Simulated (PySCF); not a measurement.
Gas-phase reaction: AlHCl2 + NH ⇌ AlCl2NH2

Method: PySCF energies plus ideal-gas RRHO corrections (1 bar). † marks an energy on the PBE0/def2-TZVP geometry and frequencies; other levels use their own. MP2 and CCSD(T) freeze the core. 6-31G* has spherical d functions here. Open shells (unrestricted): NH (multiplicity 3); the rest are closed-shell singlets. B3LYP is the form with VWN-RPA correlation. AlHCl2, AlCl2NH2: computed as isolated molecules; such fragments, hydroxides, amides, oligomers or adducts are transient or little studied in the gas. MP2 isn't extrapolated to the basis-set limit. CCSD(T) isn't extrapolated to the basis-set limit.

```json
[
 {"level": "B3LYP/6-31G*", "ΔH°(298 K), kJ": "-448"},
 {"level": "CCSD(T)/def2-TZVPP†", "ΔH°(298 K), kJ": "?"},
 {"level": "HF/def2-TZVP†", "ΔH°(298 K), kJ": "-306"},
 {"level": "MP2/def2-SVP†", "ΔH°(298 K), kJ": "?"},
 {"level": "PBE/def2-SVP", "ΔH°(298 K), kJ": "-490"}
]
```

Question: Fill in the missing entries.

Answer: 
- CCSD(T)/def2-TZVPP†, ΔH°(298 K), kJ: -470
- MP2/def2-SVP†, ΔH°(298 K), kJ: -473
